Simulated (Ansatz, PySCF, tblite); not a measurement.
How well does each level of theory give the band gap of zinc-blende BP?

Reference value: 2.2 eV (measured, zero-point renormalisation of 0.106 eV removed from the gap extrapolated to 0 K (as printed); the shift is computed, second of two values printed, our sources range from 2.20 to 2.50; as tabulated in X. Ren, F. Merz, H. Jiang et al., All-electron periodic G0W0 implementation …).

Task: What do IPEA1-xTB, LDA, PBE, revPBE, PBE-D3(BJ), r²SCAN, r²SCAN0, Hartree–Fock, G0W0@PBE give, and how far is each from the reference?

Result: 
```json
[
 {"level (code)": "IPEA1-xTB (tblite)", "value (eV)": "1.12", "cell (Å³/atom)": "11.58", "error (eV)": "-1.08"},
 {"level (code)": "LDA (Ansatz)", "value (eV)": "1.18 (indirect)", "cell (Å³/atom)": "11.68", "error (eV)": "-1.02"},
 {"level (code)": "PBE (Ansatz)", "value (eV)": "1.24 (indirect)", "cell (Å³/atom)": "11.68", "error (eV)": "-0.96"},
 {"level (code)": "revPBE (Ansatz)", "value (eV)": "1.28 (indirect)", "cell (Å³/atom)": "11.92", "error (eV)": "-0.92"},
 {"level (code)": "PBE-D3(BJ) (Ansatz)", "value (eV)": "1.21 (indirect)", "cell (Å³/atom)": "11.45", "error (eV)": "-0.99"},
 {"level (code)": "r²SCAN (Ansatz)", "value (eV)": "1.41 (indirect)", "cell (Å³/atom)": "11.68", "error (eV)": "-0.79"},
 {"level (code)": "r²SCAN0 (Ansatz)", "value (eV)": "2.72 (indirect)", "cell (Å³/atom)": "11.68", "error (eV)": "+0.52"},
 {"level (code)": "Hartree–Fock (Ansatz)", "value (eV)": "7.83 (indirect)", "cell (Å³/atom)": "11.68", "error (eV)": "+5.63"},
 {"level (code)": "G0W0@PBE (PySCF)", "value (eV)": "1.94 ± 0.1", "cell (Å³/atom)": "11.68", "error (eV)": "-0.26"}
]
```

Leaving aside IPEA1-xTB (doubt noted below): Once the reference is moved by up to 0.30 eV (a margin picked here for doubts on the reference and the settings) and values within 0.03 eV count as equal, the nearest can be G0W0@PBE (-0.26 eV) or r²SCAN0 (+0.52 eV). Among them Hartree–Fock (+5.63 eV) misses by most.

Semilocal Kohn–Sham gaps run low as a rule, and all computed gaps are for a static lattice, while measured ones hold electron–phonon shifts unless said otherwise.  A ± on a computed value is a rough bar: the spread of its extrapolation, a floor set from checks against published values, or a statistical error. IPEA1-xTB: the gap is read on the k mesh or supercell of the run alone and can be too large. IPEA1-xTB: this parameter set was refitted to ionisation energies, not structures. Values are at the measured cell; IPEA1-xTB at the level's own relaxed cell; revPBE at the level's own relaxed cell; PBE-D3(BJ) at the level's own equilibrium cell. Cutoffs and k meshes differ between the levels. Ansatz's density-functional and Hartree–Fock values are scalar-relativistic unless marked +SOC, with PAW data made under PBE.

Differences are worked out from the printed values.

Ansatz is a quantum-chemistry and plane-wave program.
